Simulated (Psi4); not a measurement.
# SF (Monosulfur monofluoride), step by step

Aim: a geometry optimisation (U-wB97X-D/aug-cc-pVDZ), then the harmonic vibrations, then the energy (USCS-MP2/aug-cc-pVDZ) of SF (Monosulfur monofluoride). 

The results are computed with Psi4 1.11.

## 1. The molecule

SF has 2 atoms, charge 0, and is taken as a doublet. As SMILES, `F[S]`. The shape is that of a GFN2-xTB optimisation. The run starts from this shape.

Bond lengths: F1–S2 1.627 Å.

## 2. A structure relaxation at U-wB97X-D/aug-cc-pVDZ (density fitting) (run 1)

fs.in reads:

```
memory 1600 mb

molecule {
  0 2
  F      0.00000000     0.00000000     0.00000000
  S      0.00000000     0.00000000     3.07369623
  units au
}

set {
  basis        aug-cc-pVDZ
  reference    uks
  geom_maxiter 60
}

e_tot, wfn = optimize('wb97x-d', return_wfn=True)
print_variables()
```

Started as:

```sh
psi4 fs.in fs.out -n 1
```

fs.out:

```text
[...]
  Running in c2v symmetry.
[...]
  Nuclear repulsion =   46.849131867530062
[...]
  Multiplicity = 2
[...]
  Nalpha       = 13
  Nbeta        = 12
[...]
    Number of basis functions: 50
[...]
   @DF-UKS iter   1:  -497.92158242116392   -3.71726e-01   7.91170e-03 ADIIS/DIIS
[...]
   @DF-UKS iter   9:  -497.94259639848599   -2.27374e-13   4.00388e-09 DIIS
[...]
   @S^2 Observed:                7.532784319E-01
[...]
    Orbital Energies [Eh]
    ---------------------
    Alpha Occupied:
       1A1   -89.150358     2A1   -24.886174     3A1    -8.160131
       1B2    -6.113335     4A1    -6.112048     1B1    -6.094564
       5A1    -1.347317     6A1    -0.837255     7A1    -0.593477
       2B2    -0.588339     2B1    -0.572448     3B2    -0.399535
       3B1    -0.358122
    Alpha Virtual:
       8A1    -0.008163     9A1     0.093671     4B2     0.105471
       4B1     0.114791    10A1     0.125832    11A1     0.240016
       5B2     0.265204     5B1     0.271030     1A2     0.288995
      12A1     0.289845     6B2     0.368737     6B1     0.385483
[...]
  @DF-UKS Final Energy:  -497.94259639848599
   => Energetics <=
    Nuclear Repulsion Energy =             46.5135954411057568
    One-Electron Energy =                -781.0773550419845606
    Two-Electron Energy =                 262.7523741832915789
    DFT Exchange-Correlation Energy =     -26.1312056566021162
    Empirical Dispersion Energy =          -0.0000053242966434
    VV10 Nonlocal Energy =                  0.0000000000000000
    Total Energy =                       -497.9425963984859891
[...]
 Multipole Moments:
 ------------------------------------------------------------------------------------
     Multipole            Electronic (a.u.)      Nuclear  (a.u.)        Total (a.u.)
 ------------------------------------------------------------------------------------
 L = 1.  Multiply by 2.5417464519 to convert [e a0] to [Debye]
 Dipole X            :          0.0000000            0.0000000            0.0000000
 Dipole Y            :          0.0000000            0.0000000            0.0000000
 Dipole Z            :         -0.6109090            0.9855310            0.3746220
 Magnitude           :                                                    0.3746220
[...]
  -Total Gradient:
     Atom            X                  Y                   Z
    ------   -----------------  -----------------  -----------------
       1        0.000000000000     0.000000000000    -0.000228530763
       2        0.000000000000    -0.000000000000    -0.000353556913
[...]
    Final optimized geometry and variables:
    Molecular point group: c2v
    Full point group: C_inf_v
    Geometry (in Bohr), charge = 0, multiplicity = 2:
    F            0.000000000000     0.000000000000    -1.941934944415
    S            0.000000000000     0.000000000000     1.153934094183
  Variable Map:
  ----------------------------------------------------------------------------
  "CURRENT ENERGY"                       =>    -497.942596398486
  "CURRENT REFERENCE ENERGY"             =>    -497.942596398486
  "DD SOLVATION ENERGY"                  =>       0.000000000000
  "DFT FUNCTIONAL TOTAL ENERGY"          =>    -497.942591074189
  "DFT TOTAL ENERGY"                     =>    -497.942596398486
  "DFT VV10 ENERGY"                      =>       0.000000000000
[...]
```

On the terminal:

```text
Optimizer: Optimization complete!
```

It took 14 s on 1 thread of Intel Xeon Platinum 8259CL at 2.50GHz (Skylake/Cascade Lake), shared host; peak memory 0.36 GiB.

The path in brief:

```
step  energy from the first frame kept (eV)  largest force (eV/Å)
   0                                 0.0000                0.3960
   1                                -0.0019                0.1236
   2                                -0.0020                0.0182
```

After the run. Bond lengths: F1–S2 1.638 Å.

## 3. Vibrational wavenumbers at U-wB97X-D/aug-cc-pVDZ (density fitting) (run 2)

job.in reads:

```
memory 1600 mb

molecule {
  0 2
  F      0.000000     0.000000    -0.007360
  S      0.000000     0.000000     1.630903
  units angstrom
}

set globals {
  basis                      aug-cc-pVDZ
  reference                  uks
  t                          298.15
  rotational_symmetry_number 1
}

e_tot, wfn = freq("wb97x-d", return_wfn=True)
```

Started as:

```sh
psi4 -i job.in -o job.out -n 1
```

job.out (excerpt; [...] marks lines left out):

```text
[...]
  Running in c2v symmetry.
[...]
  Nuclear repulsion =   46.513605163810695
[...]
  Multiplicity = 2
[...]
  Nalpha       = 13
  Nbeta        = 12
[...]
    Number of basis functions: 50
[...]
   @DF-UKS iter   1:  -497.92148340180989   -3.87084e-01   7.97235e-03 ADIIS/DIIS
[...]
  Running in cs symmetry.
[...]
   @DF-UKS iter  12:  -497.94259639852180   -3.46745e-12   4.19770e-09 DIIS
[...]
   @S^2 Observed:                7.532784305E-01
[...]
  @DF-UKS Final Energy:  -497.94259639852180
   => Energetics <=
    Nuclear Repulsion Energy =             46.5136000733654740
    One-Electron Energy =                -781.0773639431438369
    Two-Electron Energy =                 262.7523785002891259
    DFT Exchange-Correlation Energy =     -26.1312057047391342
    Empirical Dispersion Energy =          -0.0000053242934628
    VV10 Nonlocal Energy =                  0.0000000000000000
    Total Energy =                       -497.9425963985218004
[...]
 Multipole Moments:
 ------------------------------------------------------------------------------------
     Multipole            Electronic (a.u.)      Nuclear  (a.u.)        Total (a.u.)
 ------------------------------------------------------------------------------------
 L = 1.  Multiply by 2.5417464519 to convert [e a0] to [Debye]
 Dipole X            :          0.0000000            0.0000000            0.0000000
 Dipole Y            :         -0.0002858            0.0004611            0.0001753
 Dipole Z            :         -0.6109092            0.9855308            0.3746216
 Magnitude           :                                                    0.3746217
[...]
  -Total Gradient:
     Atom            X                  Y                   Z
    ------   -----------------  -----------------  -----------------
       1        0.000000000000    -0.000000106868    -0.000228426547
       2        0.000000000000    -0.000000165459    -0.000353662586
[...]
  ==> Harmonic Vibrational Analysis <==
[...]
  Freq [cm^-1]                 840.5964
[...]
  IR activ [km/mol]            88.1124
[...]
  Total E_0, Enthalpy at 0 [K]                                                         -497.94068138 [Eh]
[...]
  Total H, Enthalpy at  298.15 [K]                                                     -497.93730927 [Eh]
[...]
  Total G, Gibbs energy at  298.15 [K]                                                 -497.96254949 [Eh]
[...]
```

It took 26 s on 1 thread of Intel Xeon Platinum 8259CL at 2.50GHz (Skylake/Cascade Lake), shared host; peak memory 0.35 GiB.

## 4. The energy at USCS-MP2/aug-cc-pVDZ (density fitting) (run 3)

job.dat reads:

```
memory 1.6 GB

molecule geom {
  0 2
  F
  S 1 1.638263
  units angstrom
}

set globals {
  basis aug-cc-pVDZ
  reference uhf
  freeze_core true
}

energy("scs-mp2")
```

Started as:

```sh
psi4 -n 1 job.dat job.out
```

job.out:

```text
[...]
  Running in c2v symmetry.
[...]
  Nuclear repulsion =   46.513605163810702
[...]
  Multiplicity = 2
[...]
  Nalpha       = 13
  Nbeta        = 12
[...]
    Number of basis functions: 50
[...]
   @UHF iter   1:  -496.89566164765847   -5.62471e-01   8.06110e-03 ADIIS/DIIS
[...]
   @UHF iter  15:  -496.92508740940343   -1.13687e-13   2.31698e-09 DIIS
[...]
   @S^2 Observed:                7.627144534E-01
[...]
    Orbital Energies [Eh]
    ---------------------
    Alpha Occupied:
       1A1   -92.077522     2A1   -26.347282     3A1    -9.069657
       1B1    -6.764657     4A1    -6.747582     1B2    -6.742856
       5A1    -1.631302     6A1    -0.989992     2B1    -0.719366
       2B2    -0.705343     7A1    -0.671715     3B1    -0.478262
       3B2    -0.414048
    Alpha Virtual:
       8A1     0.049921     9A1     0.100269     4B1     0.104256
       4B2     0.114194    10A1     0.163939    11A1     0.255916
       5B1     0.282611     5B2     0.288655     1A2     0.337748
      12A1     0.338514     6B1     0.427654    13A1     0.449813
[...]
  @UHF Final Energy:  -496.92508740940343
   => Energetics <=
    Nuclear Repulsion Energy =             46.5136051638107020
    One-Electron Energy =                -780.9105131983219508
    Two-Electron Energy =                 237.4718206251078527
    Total Energy =                       -496.9250874094034316
  UHF NO Occupations:
  HONO-2 :    2 B1 1.9995736
  HONO-1 :    7 A1 1.9943250
[...]
 Multipole Moments:
 ------------------------------------------------------------------------------------
     Multipole            Electronic (a.u.)      Nuclear  (a.u.)        Total (a.u.)
 ------------------------------------------------------------------------------------
 L = 1.  Multiply by 2.5417464519 to convert [e a0] to [Debye]
 Dipole X            :          0.0000000            0.0000000            0.0000000
 Dipole Y            :          0.0000000            0.0000000            0.0000000
 Dipole Z            :         -0.4482504            0.9855308            0.5372804
 Magnitude           :                                                    0.5372804
[...]
	SCS-MP2 Total Energy (a.u.)        :  -497.23673623307315
	SOS-MP2 Total Energy (a.u.)        :  -497.20835216655445
	SCSN-MP2 Total Energy (a.u.)       :  -497.07495528062213
[...]
	SOS-PI-MP2 Total Energy (a.u.)     :  -497.25556295941294
[...]
	MP2 Total Energy (a.u.)            :  -497.24629357325205
[...]
```

Wall time 5.4 s (1 thread of Intel Xeon Platinum 8259CL at 2.50GHz (Skylake/Cascade Lake), shared host); peak memory 0.29 GiB.

## 5. Outcome

| quantity | value |
| --- | --- |
| run 1, U-wB97X-D/aug-cc-pVDZ: total energy at the end | -497.94260 Eh |
| run 1, U-wB97X-D/aug-cc-pVDZ: dipole moment | 0.95 D |
| run 1, U-wB97X-D/aug-cc-pVDZ: HOMO energy (highest over α and β) | -9.37 eV |
| run 1, U-wB97X-D/aug-cc-pVDZ: LUMO energy (lowest over α and β) | -2.96 eV |
| run 1, U-wB97X-D/aug-cc-pVDZ: bond length | 1.638 Å |
| run 1, U-wB97X-D/aug-cc-pVDZ: dispersion energy | -0.01 kJ/mol |
| run 1, U-wB97X-D/aug-cc-pVDZ: ⟨S²⟩ | 0.753 |
| run 2, U-wB97X-D/aug-cc-pVDZ: harmonic wavenumber | 841 cm⁻¹ |
| run 2, U-wB97X-D/aug-cc-pVDZ: zero-point energy | 5.0 kJ/mol |
| run 2, U-wB97X-D/aug-cc-pVDZ: ideal-gas entropy at 298.15 K (symmetry number 1 as used) | 53.1 cal/(mol K) |
| run 3, USCS-MP2/aug-cc-pVDZ: total energy | -497.23674 Eh |
| run 3, USCS-MP2/aug-cc-pVDZ: HOMO energy (Hartree–Fock orbitals) (highest over α and β) | -10.69 eV |
| run 3, USCS-MP2/aug-cc-pVDZ: LUMO energy (Hartree–Fock orbitals) (lowest over α and β) | -0.30 eV |
| run 3, USCS-MP2/aug-cc-pVDZ: correlation energy (6 core orbitals frozen) | -311.6 mEh |
| run 3, USCS-MP2/aug-cc-pVDZ: ⟨S²⟩ of the reference determinant | 0.763 |

The optimisation (run 1, U-wB97X-D/aug-cc-pVDZ) took 3 steps and changed the energy by -0.002 eV. The one mode (run 2, U-wB97X-D/aug-cc-pVDZ) is real, so the shape is a minimum at this level.
